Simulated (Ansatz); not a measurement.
```yaml
crystal:
  periodic: [false, false, false]
  atoms:
    - {symbol: Sn, position_ang: [0.000000, 0.000000, 0.000000]}
    - {symbol: H, position_ang: [0.000000, 0.000000, 1.700000]}
basis:
  gaussian: {orbitals: def2-TZVP}
total_charge: 1
magnetization: {spin_polarized: true, initial_magnetization: 2}
hamiltonian: {xc: pbe0}
relax: {f_tol: 0.004, max_steps: 80}
```

```sh
$ ansatz run in.yaml --threads 1 --pin off --events-out ev --progress --plain --max-ram 2176MiB
```

Steps of the relaxation (energy above the last step; positions in Å, forces in eV/Å):

```
2
step 1, 86.4 meV
Sn    0.000    0.000    0.000    0.000    0.000   -1.177
H     0.000    0.000    1.700    0.000    0.000    1.177
```

```
2
step 2, 5.8 meV
Sn    0.000    0.000   -0.063    0.000    0.000   -0.225
H     0.000    0.000    1.763    0.000    0.000    0.225
```

```
2
step 3, 0.3 meV
Sn    0.000    0.000   -0.084    0.000    0.000   -0.044
H     0.000    0.000    1.784    0.000    0.000    0.044
```

```
2
step 5, 0.0 meV
Sn    0.000    0.000   -0.091    0.000    0.000    0.000
H     0.000    0.000    1.791    0.000    0.000    0.000
```

Close pairs at the end: Sn1–H2 1.881 Å.

A stationary point of unrestricted PBE0 after 5 steps, with ⟨S²⟩ = 2.011 against 2.00 for a pure state. 21 s on 1 thread of Arm Neoverse N1, shared host.
